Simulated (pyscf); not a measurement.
Optimised with ωB97X-D3(BJ)/def2-SVP in PySCF.

Task: Estimate by transition-state theory (the high-pressure limit) the rate constant of H₃Si–Si(SiH₃)=Si(SiH₃)–SiH₃ + disilane (H₃Si–SiH₃) → H₃Si–SiH₂–Si(SiH₃)(SiH₃)–SiH(SiH₃)–SiH₃ (singlet surface; H–Si broken, Si–Si, H–Si formed) at 600 K, with ωB97M-D3(BJ)/def2-TZVP energies (ideal gas, 1 atm, RRHO with modes under 100 cm⁻¹ raised to 100, one conformer, R ln 2 for chiral ones without a mode under 150 cm⁻¹; no tunnelling).

Result: The electronic barrier is 10.8 kcal/mol and the thermal terms add +26.7, so ΔG‡ = 37.5 kcal/mol. With k_BT/h = 1.25e+13 s⁻¹ and RT = 1.192 kcal/mol, and a volume of 8.18e-20 cm³ per molecule at 1 atm, k = 2.2e-20 cm³ molecule⁻¹ s⁻¹. The product is born with the 56 kcal/mol of the reverse barrier and needs collisions to keep. Wigner's tunnelling factor for 242i cm⁻¹ would be 1.01. A shift of 1 kcal/mol in the barrier changes k by a factor 2.3. On the reactant side the descent ends in a complex (not fully relaxed), 7.7 kcal/mol under the separated species and 16.0 kcal/mol under the saddle at ωB97X-D3(BJ)/def2-TZVP. At the saddle there is also a short Si–Si contact that neither side keeps. At ωB97X-D3(BJ)/def2-TZVP the barrier from the zero used here is 8.3 kcal/mol. H₃Si–Si(SiH₃)=Si(SiH₃)–SiH₃ lies 24.1 kcal/mol over its isomer cyclic H₁₂Si₆ (SMILES [SiH3][SiH2][SiH]1[SiH2][SiH2][SiH2]1) (electronic energy, ωB97M-D3(BJ)/def2-TZVP). One saddle was located; it need not be the lowest between these sides.
